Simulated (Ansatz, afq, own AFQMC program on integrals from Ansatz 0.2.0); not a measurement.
Integrals from Ansatz 0.2.0, then the random walk in our own AFQMC program (afq).

```yaml
crystal:
  periodic: [false, false, false]
  atoms:
    - {symbol: Pt, position_ang: [0.000000, 0.000000, 0.000000]}
    - {symbol: F, position_ang: [0.000000, -1.275553, -1.328302]}
    - {symbol: F, position_ang: [0.000000, 1.275553, -1.328302]}
    - {symbol: F, position_ang: [0.000000, -1.275553, 1.328302]}
    - {symbol: F, position_ang: [0.000000, 1.275553, 1.328302]}
basis:
  gaussian: {orbitals: def2-SVP}
magnetization: {spin_polarized: false, initial_magnetization: 2}
correlation: {method: ccsd_t, electrons: outside_noble_gas, hamiltonian_folder: ham}
```

```sh
$ ansatz run in.yaml --threads 1 --pin off --events-out ev --progress --plain --max-ram 24576MiB --backend cuda --devices 0, --max-vram 18GiB
```

afq runs on the folder ham with

```
--method phaseless --trial cisd --walkers 1700 --populations 20 --least-time 60 --time-step 0.005 --steps-per-block 50 --equilibration-blocks 40 --max-blocks 4000 --target-error 0.00037 --factor-cut 1e-05 --start spin_pure --seed 1500 --release-times 0.24,0.48,0.8,1.2 --release-step 0.04 --release-every 5 --taylor-order 6
```

Times are imaginary, in 1/Eh. The walk had a cap of 361 s. With eight or more populations the least sampling time is a fifth of least-time, and the error comes from their spread. Core potentials past Kr, no spin–orbit coupling.

Output of the walk:

```
orbitals 80  electrons 20 18  factors 660 of 834
reference energy -515.67650706 Eh
CCSD correlation -1.02085928 Eh in 18 cycles, weight of the determinant in the CISD state 0.6819
energy of the start -516.697357 Eh
 block  time / (1/Eh)  mean weight  energy / Eh
     1     0.250  1.0000  -516.666473
     2     0.500  1.0006  -516.693793
     3     0.750  0.9999  -516.709055
     4     1.000  1.0010  -516.716452
     5     1.250  0.9996  -516.718553
     9     2.250  0.9997  -516.728596
    29     7.250  1.0001  -516.739244
    57    14.250  0.9992  -516.731026
    85    21.250  1.0005  -516.724108
   113    28.250  0.9982  -516.727043
   141    35.250  1.0017  -516.733558
   169    42.250  1.0024  -516.741037
   197    49.250  1.0001  -516.724234
   225    56.250  0.9996  -516.742314
   253    63.250  1.0011  -516.734551
   274    68.500  0.9985  -516.716527
   281    70.250  0.9993  -516.731227
error from the spread of 20 populations
released: time / (1/Eh)  energy / Eh  error  mean overlap
  0.24  -516.733578  0.001053  0.9954
  0.48  -516.735093  0.001209  0.9942
  0.80  -516.735402  0.002464  1.0002
  1.20  -516.734838  0.003673  1.0206
energy -516.728171 +/- 0.000638 Eh
(rows thinned)
```

The run passed its tests (sampling time, drift between the halves within three errors, error under three times the target), which doesn't prove that it has relaxed, ending at its cap on processor time.

Against this walk (error 17.4 meV) on the same determinant: CCSD(T) 69.9 meV lower. The error is statistical and leaves out the bias of the constraint. None of these is a sure reference here. The released energies get too noisy after the second time (errors over twice the walk's own, or jumping) (meV from the phaseless value at times in 1/Eh: -147 ± 29 at 0.24, -188 ± 33 at 0.48, -197 ± 67 at 0.80, -181 ± 100 at 1.20), so they give no level; they do show a bias of the constraint, and the last of them that isn't too noisy lies 118 meV below CCSD(T).

Cautions: constraint bias not in the error; error above the target (17.4 against 10.1 meV); no spin-orbit coupling; outer-core shells of the metal frozen; lower spins were not checked; higher spins were not checked; raised T1 diagnostic (T1 0.049, weight of the determinant 0.68, largest double 0.05); the bias of populations of 85 walkers isn't removed.

The walk took 6 min on 1 × NVIDIA H100 80GB HBM3 with 2 threads of AMD EPYC 7R13 Processor (Zen 3) (shared host) (the card was shared). The log's last line is the phaseless energy.

A walk keeps the symmetry of its determinant, which the program's search chose and which needn't be the lowest solution, so a lower state of the same spin and another symmetry isn't excluded.
